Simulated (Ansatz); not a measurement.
Compare A (`CBS`) with its isomer B (`BCS`).

Computed with Ansatz on PBE0-D4/def2-TZVP structures; ΔE is electronic, products minus reactants. CCSD(T)/CBS is the MP2 limit (def2-TZVPP, def2-QZVPP) plus CCSD(T) − MP2 in def2-TZVPP, frozen cores. DFT in def2-TZVPP. One conformer a species, not always the lowest.

A:

Z-matrix (Å, degrees):
```
C
B 1 1.558
H 1 1.096 2 109.5
H 1 1.096 2 109.6 3 115.0
H 1 1.092 2 115.2 3 -122.5
S 2 1.782 1 119.7 3 122.5
H 2 1.195 1 121.8 3 -57.5
H 6 1.343 2 98.9 1 -180.0
```

B:

Z-matrix (Å, degrees):
```
C
S 1 1.811
B 1 1.548 2 119.2
H 1 1.103 2 109.6 3 -120.2
H 1 1.095 2 108.4 3 126.7
H 2 1.341 1 97.1 3 11.3
H 3 1.198 1 118.3 2 171.7
H 3 1.197 1 122.4 2 -10.8
```

(1) Which isomer does CCSD(T)/CBS put lower? Give the gap. (Estimate.)

(2) Give E(B) − E(A) in kcal/mol with CCSD(T)/def2-TZVPP, BLYP-D4, HF/def2-TZVPP, LDA (SPW92), PBE-D4, r2SCAN-D4, ωB97M-V. (Best estimate.)

(3) Does the order hold for the free energy at 298.15 K (harmonic terms from PBE0-D4)? (Best estimate.)

Largest T1 diagnostic: 0.013.

## Answers

(1) Computed: A, by 38.4 kcal/mol.

(2) Ansatz gave: CCSD(T)/def2-TZVPP 38.9, BLYP-D4 38.5, HF/def2-TZVPP 36.3, LDA (SPW92) 41.1, PBE-D4 39.8, r2SCAN-D4 40.4, ωB97M-V 38.2. None reverses the order clearly.

(3) The calculation gave: Yes: G(B) − G(A) = +35.6 kcal/mol, for one conformer each.

At CCSD(T), def2-SVP lies +4.2 kcal/mol from the extrapolated value and def2-TZVPP +0.5 kcal/mol. Leaving LDA and LC-ωPBE aside and taking each functional with its dispersion term where it has one, the values, not all of them listed here, spread over 3.2 kcal/mol, from ωB97X-V to B97M-V. LDA lies +1.2 kcal/mol from PBE without D4.
